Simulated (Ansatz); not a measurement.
The first iterations of a band of C$_{2}$H$_{4}$N (7 atoms, charge 0, multiplicity 2).

Method: UKS PBE0/def2-SVP in Ansatz 0.2.0.

```yaml
movable_images: 9
climbing_image: yes
spring: 5.0 eV/Å²
optimiser: lbfgs
start_path: through a guess of the saddle point
force_threshold: 0.05 eV/Å
iteration_limit: 60
end_points: relaxed
largest_step: 0.02 Å
```

Initial state:

```xyz
7
Properties=species:S:1:pos:R:3
C -0.915 0.322 -0.413
C 0.338 0.080 0.167
N 0.826 -1.133 0.238
H -1.489 -0.519 -0.812
H -1.329 1.330 -0.475
H 0.885 0.958 0.558
H 1.745 -1.106 0.692
```

Final state:

```xyz
7
Properties=species:S:1:pos:R:3
C -0.779 0.249 -0.356
C 0.479 0.283 0.265
N 1.263 -0.736 0.507
H -1.207 -0.698 -0.698
H -1.360 1.161 -0.514
H 0.854 1.268 0.586
H 0.811 -1.595 0.166
```

| iteration | highest image above the first end (eV) | largest band force component (eV/Å) |
| --- | --- | --- |
| 1 | 2.446 | 18.662 |
| 2 | 1.867 | 13.166 |
| 3 | 1.382 | 9.417 |
| 4 | 1.047 | 6.230 |
| 5 | 0.868 | 4.060 |
| 6 | 0.827 | 2.282 |
| 7 | 0.803 | 0.933 |
| 8 | 0.783 | 0.344 |
| 9 | 0.778 | 0.289 |
| 10 | 0.765 | 0.200 |
| 11 | 0.764 | 0.867 |
| 12 | 0.764 | 0.874 |
| 13 | 0.763 | 0.916 |
| 14 | 0.764 | 0.927 |
| 15 | 0.763 | 0.974 |
| 16 | 0.764 | 0.985 |
| 17 | 0.763 | 1.035 |

Task: Does the band converge within its limit, and where does its top end?

Result: The run converged. It ended after 53 iterations with the highest image 0.751 eV above the first end. Another band between the same ends (9 images) ends at a top of the same energy, where a vibrational analysis finds 1 clearly imaginary mode.

Run time: 9.5 min on 1 thread of Intel(R) Xeon(R) 6975P-C (Granite Rapids), with other jobs on the host, peak memory 0.16 GiB.
